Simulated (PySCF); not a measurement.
**Orbital picture of AlO⁻**

CAM-B3LYP at R = 1.649 Å; basis Al aug-cc-pV(D+d)Z, O aug-cc-pVDZ; no relativity; PySCF 2.14. State: ¹Σ⁺ (singlet), closed shell. Only the outer orbitals are listed, counted within each symmetry.

```tsv
orbital	occ.	ε (eV)	on Al (%)	main shells (%)
5σ	2	-19.13	2	96 O s
6σ	2	-4.79	39	57 O p, 39 Al s
2π	2	-2.83	13	86 O p, 11 Al p
2π	2	-2.83	13	86 O p, 11 Al p
7σ	2	-1.83	73	48 Al s, 25 Al p, 24 O p
3π	0	3.42	102	102 Al p
3π	0	3.42	102	102 Al p
8σ	0	3.45	78	82 Al p, 28 O s
```

**Question.** Which are the highest filled and the lowest empty level, where do they sit, and how wide is the gap?

**Answer.** Highest filled 7σ at -1.83 eV (in %: 48 Al s, 25 Al p, 24 O p); lowest empty 3π at 3.42 eV (in %: 102 Al p); the gap at CAM-B3LYP is 5.25 eV. An empty level above zero is unbound, and its energy depends on the basis.

```json
{"bond order (Mayer)": "1.32", "⟨S²⟩": "0.000", "charge on Al (Mulliken, basis-dependent)": "0.19", "charge on Al (Löwdin, basis-dependent)": "0.20", "dipole moment (positive dipole points towards O; it is taken about the centre of mass and depends on that origin)": "-1.63 D", "polarisability along the bond": "85.9 bohr³", "polarisability across the bond": "78.5 bohr³"}
```

Shares are Mulliken populations and can fall outside 0 to 100 %.
